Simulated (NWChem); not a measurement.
Molecule: SO, triplet; SMILES O=S

Computed with NWChem. Spin-unrestricted. Coordinates come from a PBE0/def2-SVP, spin-unrestricted optimisation. No stability test was run on the SCF state.

Question: Predict the results for PBE0/cc-pVQZ. Quantities: highest occupied level (eV); lowest empty minus highest occupied level, either spin (eV); dipole (D); <S²>.

Answer: 
```json
{
  "highest occupied level (eV)": "-7.70",
  "lowest empty minus highest occupied level, either spin (eV)": "4.42",
  "dipole (D)": "1.56",
  "<S²>": "2.01"
}
```
